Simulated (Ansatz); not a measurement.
# Rock-salt MgS

Computed with PBE0 (Ansatz, a first-principles code, PAW).

Numerical settings: plane-wave cutoff 460 eV, 8×8×8 k mesh, Fermi–Dirac smearing 0.01 eV, scalar-relativistic PAW data made under PBE.

Cell (relaxed at this level):

MgS is modelled in the cubic space group Fm-3m (No. 225), the rock salt structure, Pearson symbol cF8. Lattice parameters: a = b = c = 5.194 Å, α = β = γ = 90.00°. Mg on 4a sees 6 S at 2.597 Å (octahedral). S on 4b is coordinated by 6 Mg at 2.597 Å (octahedral). (Neighbours: up to the widest gap in distance over summed covalent radii, below 1.35, at either atom; cation-cation and far metal-metal contacts left out.)
(The calculation used a cell of 2 atoms; values per cell refer to that cell.)

```yaml
bulk_modulus: 80.2 GPa
band_gap: 4.54 eV (on the SCF k mesh) (indirect)
smallest_direct_gap_on_the_k_points_sampled: 5.56 eV
width_of_the_whole_s_p_valence_band: 14.06 eV
pressure derivative B′ of the bulk modulus: 4.0
```

Measured, for comparison: bulk modulus 81 GPa (corrected for zero-point motion; as tabulated in Goldzak et al. (2022), arXiv:2208.04865). Computed (rounded) less measured: bulk modulus -1.0 %.

Static lattice: no zero-point or thermal effects.

Computing time: about 5 core-minutes (a rough figure).
